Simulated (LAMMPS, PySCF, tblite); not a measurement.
## Ladder of methods for the lattice parameter a of rock-salt LiCl

Reference value: 5.07 Å (measured, static lattice: zero-point anharmonic expansion removed, our sources range from 5.056 to 5.072; as tabulated in Mejia-Rodriguez and Trickey (2018), arXiv:1807.09216).

Put these levels in order of the lattice parameter a that they give for rock-salt LiCl, smallest first: GFN1-xTB (tblite), PBE (PySCF), PBE0 (PySCF), ionic model joung2008 (rigid ions, set for SPC/E water, LAMMPS).

GFN1-xTB (4.903 Å), PBE0 (5.110 Å), PBE (5.157 Å), ionic model joung2008 (5.203 Å)

Errors against the reference: ionic model joung2008 +2.62 %, GFN1-xTB -3.29 %, PBE +1.72 %, PBE0 +0.79 %.

A ± on a computed value is a rough bar: the spread of its extrapolation, a floor set from checks against published values, or a statistical error. GFN1-xTB: the method was fitted mainly to molecules. GFN1-xTB: the run uses a supercell at the zone centre in place of a k mesh.

Empirical potentials (ionic model joung2008) are fitted to chosen data: where that held the value shown, agreement is built in, and what lay outside the fit can be far off.

Differences are worked out from the printed values.
